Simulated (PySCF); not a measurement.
## B: ionisation energy

B [He] 2s2 2p1 (2P) → B⁺ [He] 2s2 (1S), as a difference of total energies. All numbers are calculated (PySCF 2.14, the non-relativistic Hamiltonian (point nucleus), in dyall-av3z). Correlated levels: valence: 1s2 frozen; virtual orbitals above 40 to 60 times the deepest correlated orbital energy dropped. The calculations carry no spin-orbit coupling.

| method | ionisation energy (eV) | error (eV) |
| --- | --- | --- |
| UHF | 8.042 | -0.255 |
| LDA | 8.647 | +0.350 |
| PBE | 8.673 | +0.376 |
| PBE0 | 8.647 | +0.350 |
| r2SCAN | 8.769 | +0.472 |
| wB97M-V | 8.251 | -0.046 |
| M06 | 8.438 | +0.141 |
| B3LYP | 8.741 | +0.444 |
| HSE06 | 8.654 | +0.357 |
| MP2 (valence) | 8.267 | -0.030 |
| SCS-MP2 (valence) | 8.232 | -0.065 |

Reference: 8.297 eV (measured; NIST levels, between the centres of gravity of the two terms).

Errors of the correlated levels include the incompleteness of this basis and the frozen core.
